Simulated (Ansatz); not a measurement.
`CC1=CC(O)S1`, 12 atoms. Total charge 0; spin multiplicity 1. All runs use 4 threads of an Intel Xeon Platinum 8259CL on a shared host. Correlated methods freeze the cores.

Question: Give the basis size and wall time and peak host memory of each of these runs in Ansatz. RKS ωB97M-V/def2-SVP energy; RKS r2SCAN-D4/def2-TZVPP energy and forces; RHF-MP2/def2-QZVPP energy; RKS ωB97M-V/def2-QZVPP energy; RKS PBE0-D4/def2-TZVP frequencies; RHF-CCSD(T)/def2-TZVPP energy; direct RPA on PBE orbitals/def2-TZVPP energy; RKS SPW92 (LDA)/def2-TZVPP energy; RKS r2SCANh-D4/def2-TZVPP energy; RHF-CCSD(T)/def2-SVP energy; RKS PBE0-D4/def2-SVP energy; RKS PBE0-D4/def2-QZVPP energy. (Estimate.)

Answer: The calculation gave: Other jobs shared the machine, so times are rough.

| level | job | functions | wall time | peak host memory (GiB) |
| --- | --- | --- | --- | --- |
| RKS PBE0-D4/def2-SVP | energy | 118 | 1.4 s | 0.51 |
| RKS SPW92 (LDA)/def2-TZVPP | energy | 281 | 1.9 s | 0.4 |
| RKS ωB97M-V/def2-SVP | energy | 118 | 4.2 s | 0.51 |
| RKS r2SCANh-D4/def2-TZVPP | energy | 281 | 5.5 s | 0.81 |
| RKS r2SCAN-D4/def2-TZVPP | energy and forces | 281 | 5.5 s | 0.44 |
| direct RPA on PBE orbitals/def2-TZVPP | energy | 281 | 6.5 s | 0.82 |
| RHF-CCSD(T)/def2-SVP | energy | 118 | 8 s | 0.69 |
| RKS PBE0-D4/def2-QZVPP | energy | 535 | 11 s | 2.1 |
| RKS ωB97M-V/def2-QZVPP | energy | 535 | 22 s | 2.5 |
| RHF-MP2/def2-QZVPP | energy | 535 | 32 s | 4.1 |
| RHF-CCSD(T)/def2-TZVPP | energy | 281 | 3.1 min | 8.4 |
| RKS PBE0-D4/def2-TZVP | frequencies | 228 | 3.8 min | 0.74 |
